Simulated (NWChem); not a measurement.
All runs are NWChem calculations. System: hydrogen fluoride (HF), charge 0, spin multiplicity 1, at a geometry optimised with B3LYP/def2-SVP. Level: RHF/def2-TZVPD.

Input file:

```
start mol
memory heap 200 mb stack 900 mb global 1100 mb
geometry units angstroms nocenter noautoz
  F      0.000000     0.000000     0.092475
  H      0.000000     0.000000    -0.832277
  symmetry group C2v
end
basis spherical
  * library def2-tzvpd
end
scf
  rhf
  nopen 0
  maxiter 100
  thresh 1e-7
  semidirect memsize 60000000 filesize 0
end
task scf energy
```

NWChem printed:

```
             Northwest Computational Chemistry Package (NWChem) 7.3.0
             --------------------------------------------------------

                                NWChem Input Module
                                -------------------

 Scaling coordinates for geometry "geometry" by  1.889725989
 (inverse scale =  0.529177249)

 Turning off AUTOSYM since
 SYMMETRY directive was detected!

                             Geometry "geometry" -> ""
                             -------------------------

 Output coordinates in angstroms (scale by  1.889725989 to convert to a.u.)

  No.       Tag          Charge          X              Y              Z
 ---- ---------------- ---------- -------------- -------------- --------------
    1 F                    9.0000     0.00000000     0.00000000     0.09247500
    2 H                    1.0000     0.00000000     0.00000000    -0.83227700

 Effective nuclear repulsion energy (a.u.)       5.1501324041

            Nuclear Dipole moment (a.u.)
            ----------------------------
        X                 Y               Z
 ---------------- ---------------- ----------------
     0.0000000000     0.0000000000    -0.0000037795

      Symmetry information
      --------------------

 Group name             C2v
 Group number             16
 Group order               4
 No. of unique centers     2

      Symmetry unique atoms

     1    2


 Summary of "ao basis" -> "" (spherical)
 ------------------------------------------------------------------------------
       Tag                 Description            Shells   Functions and Types
 ---------------- ------------------------------  ------  ---------------------
 *                         def2-tzvpd                 on all atoms

 Summary of "ao basis" -> "ao basis" (spherical)
 ------------------------------------------------------------------------------
       Tag                 Description            Shells   Functions and Types
 ---------------- ------------------------------  ------  ---------------------
 F                         def2-tzvpd               14       40   6s4p3d1f
 H                         def2-tzvpd                5        9   3s2p

                                 NWChem SCF Module
                                 -----------------

  ao basis        = "ao basis"
  functions       =    49
  atoms           =     2
  closed shells   =     5
  open shells     =     0
  charge          =   0.00
  wavefunction    = RHF
  use symmetry    = T
  symmetry adapt  = T

 Summary of "ao basis" -> "ao basis" (spherical)
 ------------------------------------------------------------------------------
       Tag                 Description            Shells   Functions and Types
 ---------------- ------------------------------  ------  ---------------------
 F                         def2-tzvpd               14       40   6s4p3d1f
 H                         def2-tzvpd                5        9   3s2p

      Symmetry analysis of basis
      --------------------------

        a1         23
        a2          4
        b1         11
        b2         11

 Forming initial guess at       0.0s

      Superposition of Atomic Density Guess
      -------------------------------------

 Sum of atomic energies:         -99.91806892

      Non-variational initial energy
      ------------------------------

 Total energy =     -99.894297
 1-e energy   =    -149.548897
 2-e energy   =      44.504467
 HOMO         =      -0.650450
 LUMO         =       0.055323
[...]
 !! scf_movecs_sym_adapt:   30 vectors were symmetry contaminated

  Symmetry fudging

 !! scf_movecs_sym_adapt:   30 vectors were symmetry contaminated

  Numbering of irreducible representations:

     1 a1          2 a2          3 b1          4 b2

  Orbital symmetries:

     1 a1          2 a1          3 a1          4 b2          5 b1
     6 a1          7 a1          8 b1          9 b2         10 a1
    11 b1         12 b2         13 a1         14 a1         15 a2

 Starting SCF solution at       0.2s

 ----------------------------------------------
         Quadratically convergent ROHF

 Convergence threshold     :          1.000E-07
 Maximum no. of iterations :          100
 Final Fock-matrix accuracy:          1.000E-09
 ----------------------------------------------

              iter       energy          gnorm     gmax       time
             ----- ------------------- --------- --------- --------
                 1     -100.0392561370  7.40D-01  2.53D-01      0.2
                 2     -100.0628492013  1.87D-01  7.52D-02      0.2
                 3     -100.0645139978  1.56D-02  5.29D-03      0.2
                 4     -100.0645343796  5.70D-05  2.57D-05      0.2
                 5     -100.0645343799  3.00D-09  1.22D-09      0.2

       Final RHF  results
       ------------------

         Total SCF energy =   -100.064534379856
      One-electron energy =   -150.509561759547
      Two-electron energy =     45.294894975547
 Nuclear repulsion energy =      5.150132404144

        Time for solution =      0.1s

       Symmetry analysis of molecular orbitals - final
       -----------------------------------------------

  Numbering of irreducible representations:

     1 a1          2 a2          3 b1          4 b2

  Orbital symmetries:

     1 a1          2 a1          3 a1          4 b1          5 b2
     6 a1          7 b1          8 b2          9 a1         10 b1
    11 b2         12 a1         13 a1         14 a2         15 a1

             Final eigenvalues
             -----------------

              1
    1  -26.2968
    2   -1.5984
    3   -0.7653
    4   -0.6497
    5   -0.6497
    6    0.0839
    7    0.1553
    8    0.1553
    9    0.1576
   10    0.2773
   11    0.2773
   12    0.2923
   13    0.3640
   14    0.6089
   15    0.6089

                       ROHF Final Molecular Orbital Analysis
                       -------------------------------------

 Vector    3  Occ=2.000000D+00  E=-7.653349D-01  Symmetry=a1
              MO Center=  1.6D-16,  7.2D-17, -5.1D-03, r^2= 5.8D-01
   Bfn.  Coefficient  Atom+Function         Bfn.  Coefficient  Atom+Function
  ----- ------------  ---------------      ----- ------------  ---------------
     9      0.418903  1 F  pz                12      0.364243  1 F  pz
    42     -0.201632  2 H  s                 15      0.163595  1 F  pz
    41     -0.158421  2 H  s

 Vector    4  Occ=2.000000D+00  E=-6.497012D-01  Symmetry=b1
              MO Center= -4.5D-18, -2.5D-33,  6.7D-02, r^2= 4.8D-01
   Bfn.  Coefficient  Atom+Function         Bfn.  Coefficient  Atom+Function
  ----- ------------  ---------------      ----- ------------  ---------------
     7      0.494911  1 F  px                10      0.431209  1 F  px
    13      0.263990  1 F  px

 Vector    5  Occ=2.000000D+00  E=-6.497012D-01  Symmetry=b2
              MO Center=  1.9D-32,  1.3D-17,  6.7D-02, r^2= 4.8D-01
   Bfn.  Coefficient  Atom+Function         Bfn.  Coefficient  Atom+Function
  ----- ------------  ---------------      ----- ------------  ---------------
     8      0.494911  1 F  py                11      0.431209  1 F  py
    14      0.263990  1 F  py

 Vector    6  Occ=0.000000D+00  E= 8.385103D-02  Symmetry=a1
              MO Center=  1.2D-15, -4.1D-15, -1.6D+00, r^2= 4.1D+00
   Bfn.  Coefficient  Atom+Function         Bfn.  Coefficient  Atom+Function
  ----- ------------  ---------------      ----- ------------  ---------------
     6      3.802474  1 F  s                 43     -3.032180  2 H  s
    49     -1.383568  2 H  pz                18     -0.982730  1 F  pz
    15     -0.290092  1 F  pz

 Vector    7  Occ=0.000000D+00  E= 1.552524D-01  Symmetry=b1
              MO Center= -4.7D-15, -1.5D-33,  3.5D-01, r^2= 7.3D+00
   Bfn.  Coefficient  Atom+Function         Bfn.  Coefficient  Atom+Function
  ----- ------------  ---------------      ----- ------------  ---------------
    16      1.441162  1 F  px                47     -0.411048  2 H  px
    13     -0.264028  1 F  px

 Vector    8  Occ=0.000000D+00  E= 1.552524D-01  Symmetry=b2
              MO Center=  5.1D-30, -1.7D-14,  3.5D-01, r^2= 7.3D+00
   Bfn.  Coefficient  Atom+Function         Bfn.  Coefficient  Atom+Function
  ----- ------------  ---------------      ----- ------------  ---------------
    17      1.441162  1 F  py                48     -0.411048  2 H  py
    14     -0.264028  1 F  py

 center of mass
 --------------
 x =   0.00000000 y =   0.00000000 z =   0.08671970

 moments of inertia (a.u.)
 ------------------
           2.922706703949           0.000000000000           0.000000000000
           0.000000000000           2.922706703949           0.000000000000
           0.000000000000           0.000000000000           0.000000000000

  Mulliken analysis of the total density
  --------------------------------------

    Atom       Charge   Shell Charges
 -----------   ------   -------------------------------------------------------
    1 F    9     9.43   0.77  1.20  0.60  1.01  0.35 -0.00  2.24  2.26  0.97  0.03  0.00  0.01  0.00  0.00
    2 H    1     0.57   0.23  0.26  0.02  0.05  0.00

       Multipole analysis of the density wrt the origin
       ------------------------------------------------

     L   x y z        total         open         nuclear
     -   - - -        -----         ----         -------
     0   0 0 0     -0.000000      0.000000     10.000000

     1   1 0 0     -0.000000      0.000000      0.000000
     1   0 1 0     -0.000000      0.000000      0.000000
     1   0 0 1     -0.761899      0.000000     -0.000004

     2   2 0 0     -4.243449      0.000000      0.000000
     2   1 1 0     -0.000000      0.000000      0.000000
     2   1 0 1     -0.000000      0.000000      0.000000
     2   0 2 0     -4.243449      0.000000      0.000000
     2   0 1 1     -0.000000      0.000000      0.000000
     2   0 0 2     -2.598275      0.000000      2.748468

 Task  times  cpu:        0.2s     wall:        0.2s

 Total times  cpu:        0.2s     wall:        0.2s
```
